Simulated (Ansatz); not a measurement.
For wurtzite GaN, rVV10 (plane waves, PAW; Ansatz, a quantum-chemistry and plane-wave program) gives:

* **equilibrium lattice constant a**: 3.233 Å
* **c axis length**: 5.276 Å

Question: What does Hartree–Fock (plane waves, PAW; Ansatz) give for the same quantities?

Answer: 
- lattice constant a: 3.191 Å (decreases by 1.3 %)
- lattice parameter c: 5.173 Å (drops by 2.0 %)

For comparison: lattice constant a 3.189 Å (measured, room temperature, not corrected to a static lattice; as tabulated in Lucero et al. (2012), arXiv:1111.4515); lattice parameter c 5.185 Å (measured, room temperature, not corrected to a static lattice; as tabulated in Lucero et al. (2012), arXiv:1111.4515).

Changes are worked out from the printed values.

Unless a cell is named, each level is at its own relaxed cell (rVV10 11.94, Hartree–Fock 11.40 Å³/atom).

Ansatz's density-functional and Hartree–Fock values are scalar-relativistic unless marked +SOC, with PAW data made under PBE.
